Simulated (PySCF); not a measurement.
Gas-phase reaction: 4 AlH(CH3)2 + C2Cl4 → 3 Al(CH3)2Cl + AlCl + 2 C2H5

Method: PySCF energies plus ideal-gas RRHO corrections (1 bar). S°(298 K) at PBE0/def2-TZVP differs from the NASA 1993 table for C2H5 (+9 J/mol/K); whether the harmonic model or the table's entry is off was not settled. † marks an energy on the PBE0/def2-TZVP geometry and frequencies; other levels use their own. MP2 and CCSD(T) freeze the core. Open shells (unrestricted): C2H5 (multiplicity 2); the rest are closed-shell singlets. Methyl groups turn as free rotors in AlH(CH3)2, Al(CH3)2Cl. AlH(CH3)2, Al(CH3)2Cl: computed as isolated molecules; such fragments, hydroxides, amides, oligomers or adducts are transient or little studied in the gas. MP2 isn't extrapolated to the basis-set limit; its ΔH°(298 K) is -569.1 kJ in def2-SVP and -544.1 kJ in def2-TZVPP. CCSD(T) isn't extrapolated to the basis-set limit; its ΔH°(298 K) is -588.7 kJ in def2-SVP and -566.9 kJ in def2-TZVPP. The harmonic model lacks anharmonicity and excited electronic states, which grow with temperature; levels with a mode under 35 cm⁻¹ are left out. Internal rotation in C2H5 is treated as a harmonic vibration of one conformer, which makes the entropy rough. Soft modes under 120 cm⁻¹ make the harmonic entropy rough for C2Cl4.

```
level                ΔE electronic, kJ  ΔH°(298 K), kJ  ΔS°(298 K), J/K  ΔG°(1800 K), kJ
-------------------  -----------------  --------------  ---------------  ---------------
BLYP/def2-TZVP†                   -604            -562              192             -879
CCSD(T)/def2-SVP†                 -631            -589              192             -906
CCSD(T)/def2-TZVPP†               -609            -567              192             -884
HF/def2-TZVP†                     -810            -768              192            -1085
MP2/def2-TZVPP†                   -586            -544              192             -861
PBE/def2-SVP                      -576            -536              188             -843
PBE/def2-TZVP†                    -568            -526              192             -843
PBE0/def2-SVP†                    -629            -587              192             -904
PBE0/def2-TZVP                    -611            -569              192             -886
LDA/def2-TZVP†                    -486            -444              192             -760
ωB97X-V/def2-TZVP†                -587            -545              192             -862
```
ΔH° is lowest at HF/def2-TZVP† and highest at LDA/def2-TZVP†. No reference value is set beside these.
